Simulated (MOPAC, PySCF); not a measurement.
F₄Si, SMILES `F[Si](F)(F)F`, neutral singlet in the gas phase. 

Cartesian coordinates (Å):
```xyz
5

F      1.4558    -0.2285     0.5172
Si     0.0000     0.0000     0.0000
F     -0.0653     1.3429    -0.7947
F     -0.9797     0.0656     1.2145
F     -0.4108    -1.1800    -0.9370
```
Charge 0, multiplicity 1.

All levels are single points at this geometry (PBE0-D3(BJ)/def2-TZVP); Pople sets use spherical d functions. Orbital energies aren't observables, and empty levels follow the basis.

| level | HOMO (eV) | LUMO (eV) | gap (eV) | dipole (D) | vertical IE, Delta-SCF (eV) |
|---|---|---|---|---|---|
| PBE-D3(BJ)/def2-TZVP in PySCF | -10.59 | -0.53 | 10.06 | 0.00 | 14.39 |
| TPSSh-D3(BJ)/def2-TZVP in PySCF | -11.59 | 0.13 | 11.72 | 0.00 | 14.86 |
| B3LYP/3-21G in PySCF | -11.53 | 0.33 | 11.86 | 0.00 | – |
| B3LYP/6-311+G** in PySCF | -12.64 | -0.90 | 11.74 | 0.00 | – |
| B3LYP/6-31G* in PySCF | -11.92 | 0.44 | 12.36 | 0.00 | 15.02 |
| B3LYP/LANL2DZ in PySCF | -12.94 | -0.87 | 12.07 | 0.00 | – |
| BP86/6-31G* in PySCF | -10.16 | -0.14 | 10.02 | 0.00 | – |
| M06-2X/6-31G* in PySCF | -14.51 | 1.74 | 16.24 | 0.00 | – |
| PBE/6-31G* in PySCF | -10.03 | -0.22 | 9.81 | 0.00 | – |
| SVWN5/6-31G* in PySCF | -10.25 | -0.48 | 9.77 | 0.00 | – |
| HF/6-31G* in PySCF | -18.30 | 4.47 | 22.76 | 0.00 | 16.34 |
| PM3 in MOPAC | -15.22 | 1.04 | 16.26 | 0.00 | – |
| PM7 in MOPAC | -15.70 | -0.76 | 14.94 | 0.00 | – |
